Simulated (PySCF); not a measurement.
Compound: C3H3NOS.
Numbering: `[SH:1][c:2]1[cH:3][cH:4][n:5][o:6]1` (hydrogens: H7 on S1; H8 on C3; H9 on C4)

The same species was optimised twice, with GFN2-xTB and with PBE0-D3(BJ)/def2-SVP (PySCF), and the same property calculations (PySCF, gas phase) were run on both structures.

```csv
coordinate,GFN2-xTB,PBE0-D3(BJ)/def2-SVP,change
N5–O6 (Å),1.357,1.372,+0.015
C3–C4 (Å),1.411,1.419,+0.008
C2–O6 (Å),1.340,1.335,-0.005
S1–C2 (Å),1.738,1.742,+0.004
C4–N5 (Å),1.303,1.306,+0.003
C2–C3 (Å),1.370,1.368,-0.002
C4–N5–O6 (°),107.2,105.4,-1.8
C3–C4–N5 (°),111.4,112.4,+1.0
C2–O6–N5 (°),108.8,109.8,+1.0
C2–C3–C4 (°),102.8,102.4,-0.4
S1–C2–C3 (°),131.8,131.6,-0.2
S1–C2–O6 (°),118.4,118.5,+0.1
C3–C2–O6 (°),109.8,109.9,+0.1
```

Rotational constants: A = 9529, B = 2169, C = 1767 MHz (GFN2-xTB) against A = 9512, B = 2155, C = 1757 MHz (PBE0-D3(BJ)/def2-SVP). Point groups within 0.08 Å: Cs and Cs.

On the GFN2-xTB structure: HOMO (eV) -6.93 [PBE0/pcSseg-1]; LUMO (eV) -0.48 [PBE0/pcSseg-1]; dipole (D) 1.97 [PBE0/pcSseg-1]; GIAO shielding of S1 (ppm) 546.2 [PBE0/pcSseg-1]; GIAO shielding of C2 (ppm) 16.3 [PBE0/pcSseg-1]; GIAO shielding of C3 (ppm) 81.7 [PBE0/pcSseg-1]; GIAO shielding of C4 (ppm) 32.1 [PBE0/pcSseg-1]; GIAO shielding of N5 (ppm) -155.9 [PBE0/pcSseg-1]; GIAO shielding of O6 (ppm) -66.6 [PBE0/pcSseg-1].

What do these properties become on the PBE0-D3(BJ)/def2-SVP structure?

```json
{"property": "HOMO (eV)", "level": "PBE0/pcSseg-1", "on GFN2-xTB": "-6.93", "on PBE0-D3(BJ)/def2-SVP": "-6.97", "change": "-0.04"}
{"property": "LUMO (eV)", "level": "PBE0/pcSseg-1", "on GFN2-xTB": "-0.48", "on PBE0-D3(BJ)/def2-SVP": "-0.49", "change": "-0.01"}
{"property": "dipole (D)", "level": "PBE0/pcSseg-1", "on GFN2-xTB": "1.97", "on PBE0-D3(BJ)/def2-SVP": "1.98", "change": "+0.01"}
{"property": "energy, GFN2-xTB geometry as zero (kcal/mol)", "level": "PBE0/pcSseg-1", "on GFN2-xTB": "0.0", "on PBE0-D3(BJ)/def2-SVP": "-0.7", "change": "-0.7"}
{"property": "GIAO shielding of S1 (ppm)", "level": "PBE0/pcSseg-1", "on GFN2-xTB": "546.2", "on PBE0-D3(BJ)/def2-SVP": "534.3", "change": "-11.9"}
{"property": "GIAO shielding of C2 (ppm)", "level": "PBE0/pcSseg-1", "on GFN2-xTB": "16.3", "on PBE0-D3(BJ)/def2-SVP": "17.0", "change": "+0.7"}
{"property": "GIAO shielding of C3 (ppm)", "level": "PBE0/pcSseg-1", "on GFN2-xTB": "81.7", "on PBE0-D3(BJ)/def2-SVP": "81.3", "change": "-0.4"}
{"property": "GIAO shielding of C4 (ppm)", "level": "PBE0/pcSseg-1", "on GFN2-xTB": "32.1", "on PBE0-D3(BJ)/def2-SVP": "29.4", "change": "-2.7"}
{"property": "GIAO shielding of N5 (ppm)", "level": "PBE0/pcSseg-1", "on GFN2-xTB": "-155.9", "on PBE0-D3(BJ)/def2-SVP": "-157.6", "change": "-1.7"}
{"property": "GIAO shielding of O6 (ppm)", "level": "PBE0/pcSseg-1", "on GFN2-xTB": "-66.6", "on PBE0-D3(BJ)/def2-SVP": "-70.2", "change": "-3.6"}
```

The heavy atoms differ by 0.010 Å rms after alignment. Among bonds between heavy atoms N5–O6 changes most (+0.015 Å). Changes are differences of the printed values. Neither structure is proved a minimum here.

Shape of the structure used: `[SH:1][c:2]1[cH:3][cH:4][n:5][o:6]1`: H–S1–C2–C3 179°.
